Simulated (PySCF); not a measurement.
# Do core-level shifts follow atomic charges?

C4H6N2.
SMILES with atom numbers: `[H]/[N:3]=[C:2](/[CH3:1])[CH2:4][C:5]#[N:6]`

Cartesian coordinates in Å at the GFN2-xTB level; atoms count from 1:
```xyz
12
C4H6N2 angstrom
C      1.4832    0.1148   -0.0750
C      0.0822    0.4716   -0.4463
N     -0.1542    1.5731   -0.9907
C     -0.9635   -0.5910   -0.1054
C     -1.0699   -0.7247    1.3234
N     -1.1374   -0.8097    2.4613
H      1.8058   -0.7665   -0.6282
H      2.1450    0.9446   -0.3031
H      1.5375   -0.1172    0.9880
H     -1.1247    1.7762   -1.2172
H     -0.6598   -1.5547   -0.5241
H     -1.9431   -0.3171   -0.5088
```

Binding energies: delta-SCF UKS SCAN, pcX-2 on the ionised atom, pcseg-1 elsewhere, spin-free X2C (PySCF). Charges: PBE0/pcSseg-1 ground-state density, for the ionised atom.

```csv
atom,environment,C 1s (eV),Mulliken (e),IAO (e),Hirshfeld (e),ESP (e)
C1,methyl carbon,291.19,-0.198,-0.447,-0.120,-0.576
C5,nitrile carbon,292.45,+0.049,+0.139,+0.086,+0.481
C4,sp3 carbon next to a nitrile,292.64,-0.154,-0.338,-0.044,-0.595
C2,imine carbon,292.75,-0.086,+0.208,+0.111,+0.732
```

Question: Give the correlation coefficient and slope of binding energy on charge for each scheme.

Answer: Hirshfeld: r = 0.77, slope 5.1 eV per e; IAO: r = 0.66, slope 1.5 eV per e; ESP: r = 0.56, slope 0.6 eV per e; Mulliken: r = 0.51, slope 3.4 eV per e. Hirshfeld charges have the highest r, on only 4 points.

Question: The point-charge model writes a binding energy as kq + V + constant, with V the potential of the other atoms' charges at the site. What does it give with the Hirshfeld charges?

Answer: V = Σ 14.40 eV Å × q/r over all other atoms: +2.26 eV at C1, -1.97 eV at C5, +1.96 eV at C4, -1.72 eV at C2. Fitting binding energy − V to q gives k = 25.4 eV per e and leaves an rms residual of 0.21 eV, against 0.40 eV for the fit on q alone. The model has no term for differences in relaxation between sites.

Spin contamination (⟨S²⟩ against 0.75 for a pure doublet) is marked for C 1s of C2 (0.87), which makes this value less certain. Isolated species at its GFN2-xTB geometry (one conformer only).
